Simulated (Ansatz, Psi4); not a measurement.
Heat of formation of C2H7N (dimethylamine) from total energies

The species is C2H7N (10 atoms), meant as a singlet with charge 0. As SMILES, `CNC`. The shape was relaxed beforehand at PBE0/def2-TZVP.

Total energies at CCSD(T)/CBS estimate, 3 core orbitals frozen (Psi4 1.11); the atoms run unrestricted:

```tsv
species	state	energy (Eh)
C2H7N	singlet	-135.002161
C	triplet	-37.791683
N	quartet	-54.532217
H	doublet	-0.500000
```

Harmonic wavenumbers at PBE0-D4/def2-TZVP, in cm⁻¹: 234, 264, 382, 774, 966, 1034, 1102, 1185, 1204, 1269, 1434, 1462, 1469, 1481, 1487, 1511, 1514, 2948, 2951, 3067, 3068, 3120, 3121, 3560.

Measured heats of formation of the gaseous atoms at 298.15 K, in kJ/mol: C 716.9, N 472.4, H 218.0. Take 1 Eh = 2625.50 kJ/mol, 1 cm⁻¹ = 0.0119627 kJ/mol, RT = 2.479 kJ/mol.

Problem. Work out the heat of formation of the gas at 298 K.

Solution. 
1. Electronic atomisation energy: 2 × (-37.791683) + (-54.532217) + 7 × (-0.500000) − (-135.002161) = 1.386578 Eh = 3640.5 kJ/mol.
2. Zero-point energy: half the sum of the wavenumbers, 20303.5 cm⁻¹ = 242.9 kJ/mol.
3. Thermal vibrational enthalpy, Σ hcν̃/(exp(hcν̃/kT) − 1): 4.1 kJ/mol. Translation, rotation and pV of a non-linear molecule: 4 RT = 9.9 kJ/mol.
4. The 10 free atoms carry 5/2 RT each: 62.0 kJ/mol.
5. Atomisation enthalpy at 298 K: 3640.5 − 242.9 − 4.1 − 9.9 + 62.0 = 3445.6 kJ/mol.
6. Sum of the atoms' heats of formation: 3432.2 kJ/mol. Heat of formation: 3432.2 − 3445.6 = -13.4 kJ/mol.

The tabulated value is -15.9 kJ/mol (Active Thermochemical Tables), so this level is off by +2.5 kJ/mol, or 0.1 % of the atomisation enthalpy that the table implies (3448.1 kJ/mol). Anharmonicity and any spin-orbit splitting of the molecule are left out, and so is core correlation.
